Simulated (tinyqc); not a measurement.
Inside a calculation. Method: extended Hueckel theory, for SiH4. Computed by tinyqc, a small Python program that keeps every step (integrals from PySCF). Settings: charge = 0, K = 1.75, multiplicity = 1. Command: `OMP_NUM_THREADS=1 python tinyqc.py 24306 24307 out.jsonl` (the two numbers bound the seeds that draw the settings). One thread of a shared host (Intel(R) Xeon(R) Processor @ 2.60GHz), about 0.01 s of CPU time with the checks.

## Overlaps

Geometry (angstrom):

| atom | x | y | z |
|---|---|---|---|
| Si | 0.0000 | 0.0000 | 0.0000 |
| H | 0.8780 | 0.8780 | 0.8780 |
| H | 0.8780 | -0.8780 | -0.8780 |
| H | -0.8780 | 0.8780 | -0.8780 |
| H | -0.8780 | -0.8780 | 0.8780 |

Parameters chosen for this run:

| element | shell | Slater exponent | H_ii (eV) |
|---|---|---|---|
| H | 1s | 1.3000 | -13.6000 |
| Si | 3s | 1.3830 | -17.3000 |
| Si | 3p | 1.3830 | -9.2000 |

Slater orbitals, each expanded in six Gaussians scaled to its exponent.

overlap S:
```
         1Si 3s  1Si 3px  1Si 3py  1Si 3pz   2H 1s    3H 1s    4H 1s    5H 1s
1Si 3s   1.0000   0.0000   0.0000   0.0000  0.3999   0.3999   0.3999   0.3999
1Si 3px  0.0000   1.0000   0.0000   0.0000  0.2938   0.2938  -0.2938  -0.2938
1Si 3py  0.0000   0.0000   1.0000   0.0000  0.2938  -0.2938   0.2938  -0.2938
1Si 3pz  0.0000   0.0000   0.0000   1.0000  0.2938  -0.2938  -0.2938   0.2938
2H 1s    0.3999   0.2938   0.2938   0.2938  1.0000   0.0437   0.0437   0.0437
3H 1s    0.3999   0.2938  -0.2938  -0.2938  0.0437   1.0000   0.0437   0.0437
4H 1s    0.3999  -0.2938   0.2938  -0.2938  0.0437   0.0437   1.0000   0.0437
5H 1s    0.3999  -0.2938  -0.2938   0.2938  0.0437   0.0437   0.0437   1.0000
```

## Wolfsberg-Helmholz matrix

diagonal H_ii (eV): 1Si 3s -17.3000, 1Si 3px -9.2000, 1Si 3py -9.2000, 1Si 3pz -9.2000, 2H 1s -13.6000, 3H 1s -13.6000, 4H 1s -13.6000, 5H 1s -13.6000

K = 1.7500

H_ij = K' S_ij (H_ii + H_jj)/2 for i != j (the diagonal keeps H_ii), with K' = 1.75.

H (eV):
```
           1Si 3s  1Si 3px  1Si 3py  1Si 3pz     2H 1s     3H 1s     4H 1s     5H 1s
1Si 3s   -17.3000   0.0000   0.0000   0.0000  -10.8115  -10.8115  -10.8115  -10.8115
1Si 3px    0.0000  -9.2000   0.0000   0.0000   -5.8604   -5.8604    5.8604    5.8604
1Si 3py    0.0000   0.0000  -9.2000   0.0000   -5.8604    5.8604   -5.8604    5.8604
1Si 3pz    0.0000   0.0000   0.0000  -9.2000   -5.8604    5.8604    5.8604   -5.8604
2H 1s    -10.8115  -5.8604  -5.8604  -5.8604  -13.6000   -1.0407   -1.0407   -1.0407
3H 1s    -10.8115  -5.8604   5.8604   5.8604   -1.0407  -13.6000   -1.0407   -1.0407
4H 1s    -10.8115   5.8604  -5.8604   5.8604   -1.0407   -1.0407  -13.6000   -1.0407
5H 1s    -10.8115   5.8604   5.8604  -5.8604   -1.0407   -1.0407   -1.0407  -13.6000
```

## Orbitals

valence electrons = 8

Solve H C = S C e through S^(-1/2); fill by pairs from the bottom, a degenerate level sharing its electrons equally; each orbital has its largest coefficient positive (the first on a tie).

orbital energies (eV): -20.8566  -14.8219  -14.8219  -14.8219  2.4101  2.4101  2.4101  17.3871

occupations: 2.0000  2.0000  2.0000  2.0000  0.0000  0.0000  0.0000  0.0000

coefficients:
```
            MO1      MO2      MO3      MO4      MO5      MO6      MO7      MO8
1Si 3s   0.6045   0.0000   0.0000   0.0000   0.0000   0.0000   0.0000   1.3913
1Si 3px  0.0000   0.3679   0.1340  -0.0027   0.5291   1.0385  -0.2304   0.0000
1Si 3py  0.0000  -0.0702   0.1995   0.3295   0.7937  -0.2141   0.8577   0.0000
1Si 3pz  0.0000  -0.1141   0.3091  -0.2115  -0.7082   0.5359   0.7892   0.0000
2H 1s    0.2175   0.1712   0.5996   0.1076  -0.2716  -0.6011  -0.6259  -0.6792
3H 1s    0.2175   0.5153  -0.3495  -0.1126  -0.1960  -0.3167   0.8295  -0.6792
4H 1s    0.2175  -0.3023  -0.2273   0.5073  -0.4299   0.7903  -0.1321  -0.6792
5H 1s    0.2175  -0.3842  -0.0227  -0.5023   0.8975   0.1275  -0.0715  -0.6792
```

sum of one-electron energies = -130.6448 eV

Within a degenerate level the vectors are fixed only up to a rotation; this is one choice.

## Mulliken analysis

P = C n C^T; charge = valence electrons (H 1, Si 4) minus the sum of (P S)_ii on the atom; overlap population = 2 sum P_ij S_ij between two atoms.

charges: 1Si 0.9202, 2H -0.2300, 3H -0.2300, 4H -0.2300, 5H -0.2300

Overlap populations:

| pair | value |
|---|---|
| 2-1 | 0.714526 |
| 3-1 | 0.714526 |
| 3-2 | -0.015072 |
| 4-1 | 0.714526 |
| 4-2 | -0.015072 |
| 4-3 | -0.015072 |
| 5-1 | 0.714526 |
| 5-2 | -0.015072 |
| 5-3 | -0.015072 |
| 5-4 | -0.015072 |
